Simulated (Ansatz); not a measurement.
**SiCl₄ (singlet): from Hartree-Fock to the top rungs, STO-3G**

Aim: climb from Hartree-Fock through coupled cluster and multireference methods for SiCl₄ (singlet) at one geometry and basis, and see what each rung misses.

The runs use Ansatz 0.2.0, Gaussian basis; STO-3G, core rule «outside noble gas», up to 25 orbitals frozen.

To be run: UHF; CCSD(T) on RHF; BCCD(T) on RHF; CISD; CCSDT(Q) on RHF; CISDTQ; CCSDTQ on RHF; CASSCF and MRCISD+Q, 8 electrons in 8 orbitals; CASSCF and MRCISD+Q(relaxed), 8 electrons in 8 orbitals; CASSCF and NEVPT2, 8 electrons in 8 orbitals; Full CI.

15 further runs of the same task are left out: 2 that didn't finish, 13 set aside as unsound or not needed.

## Step 1: The system

The geometry is an MP2(full)/6-31G* stationary point (not a proven minimum).

5 atoms, charge 0, spin multiplicity 1.

Atoms are counted from 1 here; the program's logs count them from 0.

Bond lengths: Si1–Cl2 2.025 Å, Si1–Cl3 2.025 Å, Si1–Cl4 2.025 Å, Si1–Cl5 2.025 Å. Angles: Cl2–Si1–Cl3 109.5°, Cl2–Si1–Cl4 109.5°, Cl2–Si1–Cl5 109.5°, Cl3–Si1–Cl4 109.5°, Cl3–Si1–Cl5 109.5°, Cl4–Si1–Cl5 109.5°.

## Step 2: UHF

in.yaml reads:

```yaml
crystal:
  periodic: [false, false, false]
  atoms:
    - {symbol: Si, position_ang: [0.000000, 0.000000, 0.000000]}
    - {symbol: Cl, position_ang: [1.169349, 1.169349, 1.169349]}
    - {symbol: Cl, position_ang: [-1.169349, -1.169349, 1.169349]}
    - {symbol: Cl, position_ang: [1.169349, -1.169349, -1.169349]}
    - {symbol: Cl, position_ang: [-1.169349, 1.169349, -1.169349]}
basis:
  gaussian: {orbitals: STO-3G}
magnetization: {spin_polarized: true, initial_magnetization: 0}
hamiltonian: {xc: hf}
output: {orbitals: {seedname: orbitals}}
```

Started as:

```bash
> ansatz run in.yaml --threads 1 --pin off --events-out ev --progress --plain --max-ram 3956MiB --backend cpu
```

The runs that follow: CCSD(T) on RHF; BCCD(T) on RHF; CISD; CCSDT(Q) on RHF; CISDTQ; CCSDTQ on RHF; CASSCF and MRCISD+Q, 8 electrons in 8 orbitals; CASSCF and MRCISD+Q(relaxed), 8 electrons in 8 orbitals; CASSCF and NEVPT2, 8 electrons in 8 orbitals; Full CI.

Q: Predict the results of all the runs planned. Wanted: FCI below the RHF energy; RMP2 from FCI; RCCSD from FCI; RCCSD(T) from FCI; RCCSDT(Q) from FCI; NEVPT2 frontier from FCI; MRCISD+Q frontier from FCI; MRCISD+Q(relaxed) frontier from FCI; T1 diagnostic.

As calculated:

| quantity | value |
| --- | --- |
| FCI below the RHF energy | -1.7701 eV |
| RMP2 from FCI | +8.73 kcal/mol |
| RCCSD from FCI | +1.42 kcal/mol |
| RCCSD(T) from FCI | +0.24 kcal/mol |
| RCCSDT(Q) from FCI | -0.01 kcal/mol |
| NEVPT2 frontier from FCI | +3.05 kcal/mol |
| MRCISD+Q frontier from FCI | +0.02 kcal/mol |
| MRCISD+Q(relaxed) frontier from FCI | -0.05 kcal/mol |
| levels within 1 kcal/mol (43 meV) | RCCSD(T), BCCD(T), RCCSDT, CISDTQ, RCCSDT(Q), RCCSDTQ, MRCISD frontier, MRCISD+Q frontier, MRCISD+Q(relaxed) frontier |
| T1 diagnostic | 0.006 |
| effectively unpaired electrons | 0.02 |

What this shows: RCCSD(T) lands +0.24 kcal/mol from the yardstick (0.6 % of the correlation energy). MRCISD+Q(relaxed) frontier falls below full CI: the +Q correction isn't variational, and the cores differ from full CI's. One determinant dominates. Of the multireference levels listed MRCISD+Q frontier comes nearest in total energy (+0.02 kcal/mol), which doesn't show that its space is the better one. These misses are within one basis, not against nature.
